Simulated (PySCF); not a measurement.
Ionisation energies (eV) were calculated with PySCF 2.14 by PBE0, MP2 (valence), UHF, in another order, as differences of total energies without spin-orbit coupling. The measured values are between term centres (NIST).

```json
{"species": "O (aug-cc-pVQZ-DK, spin-free X2C)", "measured": "13.608", "A": "12.015", "B": "13.425", "C": "13.840"}
{"species": "Ne (aug-cc-pVQZ, non-relativistic)", "measured": "21.597", "A": "19.662", "B": "21.735", "C": "21.452"}
{"species": "P (aug-cc-pVQZ-DK, spin-free X2C)", "measured": "10.526", "A": "9.895", "B": "10.512", "C": "10.518"}
{"species": "Sc (aug-cc-pVQZ-DK, spin-free X2C)", "measured": "6.562", "A": "5.388", "B": "6.121", "C": "6.374"}
{"species": "Br+ (aug-cc-pVQZ-PP with ECP10MDF, ECP)", "measured": "21.409", "A": "20.230", "B": "21.047", "C": "21.327"}
{"species": "Sr (aug-cc-pVQZ-X2C, spin-free X2C)", "measured": "5.695", "A": "4.746", "B": "5.261", "C": "5.626"}
{"species": "I (aug-cc-pVQZ-DK3, spin-free X2C)", "measured": "10.519", "A": "9.543", "B": "10.393", "C": "10.536"}
{"species": "W (aug-cc-pVQZ-PP with ECP60MDF, ECP)", "measured": "7.825", "A": "5.883", "B": "7.277", "C": "7.279"}
```

Task: Which column is which method?

Result: A is UHF (mean error -1.30 eV); B is MP2 (valence) (mean error -0.25 eV); C is PBE0 (mean error -0.10 eV). Hartree-Fock lacks the correlation of the electron removed and comes out lowest. Valence MP2 in a finite basis recovers only part of the missing correlation, so it stays below experiment on average. PBE0, with a quarter of exact exchange, lies close to experiment on average.
